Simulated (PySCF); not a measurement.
**AlCl⁺ at r²SCAN**

Level: r²SCAN. Al STO-3G, Cl STO-3G; no relativity (PySCF 2.14).

* state: ²Σ⁺ (doublet), unpaired electrons σ ↑
* bond length: 2.053 Å
* harmonic wavenumber: 620 cm⁻¹
* force constant: 3.45 mdyn/Å
* rotational constant Be: 0.2626 cm⁻¹
* anharmonicity ωexe: 3.37 cm⁻¹
* vibration–rotation constant αe: 0.00158 cm⁻¹
* well depth De to Al⁺ + Cl: 196 kJ/mol
* dissociation energy D0: 192 kJ/mol
* bond order (Mayer): 1.23
* dipole moment (positive dipole points towards Cl; it is taken about the centre of mass and depends on that origin): -7.21 D

For an ion De counts to the pair picked by the measured ionisation energies or electron affinities, which need not be the lowest pair at this level. STO-3G is very small, so such numbers show the basis as much as the molecule. The state was picked by a PBE0 search and need not be the measured ground state.
